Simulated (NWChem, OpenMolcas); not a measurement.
SiH2F2 (SMILES F[SiH2]F): the dipole moment, rung by rung

SiH2F2: 5 atoms, total charge 0, spin state singlet. SMILES: `F[SiH2]F`. The coordinates come from a PBE0-D4/def2-TZVP relaxation.

Quantity: the dipole moment, in D. The values are calculated.

```json
{"level": "HF/aug-cc-pVDZ", "kind": "Hartree–Fock", "program": "NWChem", "value (D)": "1.78", "CPU time": "26 s"}
{"level": "BLYP/aug-cc-pVDZ", "kind": "GGA", "program": "OpenMolcas", "value (D)": "1.48", "CPU time": "25 s"}
{"level": "PBE/aug-cc-pVDZ", "kind": "GGA", "program": "NWChem", "value (D)": "1.46", "CPU time": "20 s"}
{"level": "revPBE/aug-cc-pVDZ", "kind": "GGA", "program": "OpenMolcas", "value (D)": "1.44", "CPU time": "26 s"}
{"level": "TPSS/aug-cc-pVDZ", "kind": "meta-GGA", "program": "OpenMolcas", "value (D)": "1.45", "CPU time": "42 s"}
{"level": "B3LYP/aug-cc-pVDZ", "kind": "global hybrid", "program": "NWChem", "value (D)": "1.58", "CPU time": "19 s"}
{"level": "M06-2X/aug-cc-pVDZ", "kind": "hybrid meta-GGA", "program": "OpenMolcas", "value (D)": "1.61", "CPU time": "32 s"}
{"level": "PBE0/aug-cc-pVDZ", "kind": "global hybrid", "program": "OpenMolcas", "value (D)": "1.58", "CPU time": "26 s"}
```

The values span 1.44 to 1.78 D. Magnitudes only. Times are those of the runs behind each value, whatever else they computed, on shared processors of several kinds: orders of magnitude only.
